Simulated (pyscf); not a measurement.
7 gas-phase steps of one pattern: four-centre exchange on the singlet surface, Cl–H + H–Si or F–H + H–Si broken and Cl–Si + H–H or F–Si + H–H formed. Structures and frequencies: ωB97X-D3(BJ)/def2-SVP in PySCF. Electronic energies in kJ/mol, from the separated reactants; ΔE‡ and ΔE at ωB97M-D3(BJ)/def2-TZVP. Rows were drawn at random from the steps of this pattern with a verified saddle, stable references and no exit in the data more than 5 kcal/mol lower.

```
row                                          step      ΔE    ΔE‡
---  --------------------------------------------  ------  -----
1         H₂N–SiH₂–NH₂ + HF → H₂N–SiH(NH₂)–F + H₂  -151.2  101.9
2      HO–SiH(OH)–OH + HF -> HO–Si(OH)(OH)–F + H₂  -141.9   99.5
3         HO–SiH(OH)–F + HF → HO–Si(OH)(F)–F + H₂  -135.8  102.4
4                   H₃Si–SH + HF → F–SiH₂–SH + H₂  -122.7  114.7
5     F–SiH₂–O–SiH₃ + HCl → F–SiH(Cl)–O–SiH₃ + H₂   -92.6      ?
6                 H₃Si–Cl + HCl → Cl–SiH₂–Cl + H₂   -78.0  136.7
7    Cl–SiH(Cl)–Cl + HCl -> Cl–Si(Cl)(Cl)–Cl + H₂   -69.6  182.2
```

Problem. Fit ΔE‡ = a + b·ΔE to the other rows and predict row 5.

Solution. Over the 6 complete rows the means are -116.5 (ΔE) and 122.9 (ΔE‡); least squares gives b = 0.86 and a = 223.1 kJ/mol, with residuals of 11.8 kJ/mol (root mean square; largest 19.3, row 6). For row 5: 223.1 + 0.86 × (-92.6) = 143.5 kJ/mol. The computed barrier is 124.0 kJ/mol, 19.5 under the line. The scatter is large against the spread of the barriers, so the line says little here. Each barrier is that of the saddle found.
